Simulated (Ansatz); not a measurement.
```yaml
crystal:
  periodic: [false, false, false]
  atoms:
    - {symbol: Ta, position_ang: [0.000000, 0.000000, 0.000000]}
    - {symbol: N, position_ang: [0.000000, 0.000000, 2.160000]}
basis:
  gaussian: {orbitals: def2-TZVP}
magnetization: {spin_polarized: true, initial_magnetization: 6}
hamiltonian: {xc: pbe0}
relax: {f_tol: 0.004, max_steps: 80}
```

```sh
$ ansatz run in.yaml --threads 1 --pin off --events-out ev --progress --plain --max-ram 2176MiB
```

Steps of the relaxation (energy above the last step; positions in Å, forces in eV/Å):

```
2
step 1, 13.5 meV
Ta    0.000    0.000    0.000    0.000    0.000    0.586
N     0.000    0.000    2.160    0.000    0.000   -0.586
```

```
2
step 2, 0.9 meV
Ta    0.000    0.000    0.028    0.000    0.000   -0.167
N     0.000    0.000    2.132    0.000    0.000    0.167
```

```
2
step 3, 0.0 meV
Ta    0.000    0.000    0.022    0.000    0.000   -0.002
N     0.000    0.000    2.138    0.000    0.000    0.002
```

Close pairs at the end: Ta1–N2 2.115 Å.

A stationary point of unrestricted PBE0 after 3 steps, with ⟨S²⟩ = 12.005 against 12.00 for a pure state. 10 s on 1 thread of Intel Xeon 6975P-C, shared host.
